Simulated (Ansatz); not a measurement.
CHO (SMILES [CH]=O, charge +1) moved off its minimum; all values from Ansatz (an electronic-structure program), cores frozen in correlated methods.
(charge 1, multiplicity 1)
```xyz
3

C      0.05712     0.01754    -0.55922
O      0.02108     0.02432     0.50656
H      0.03202     0.06270    -1.56984
```

Question: Give the forces (eV/Å), the total energy and the dipole at CCSD(T)/aug-cc-pVTZ.

Answer: 
```tsv
atom	Fx	Fy	Fz
C1	0.045	0.048	-3.799
O2	-0.106	-0.075	7.245
H3	0.061	0.027	-3.446
```
Energy -113.3865 hartree.
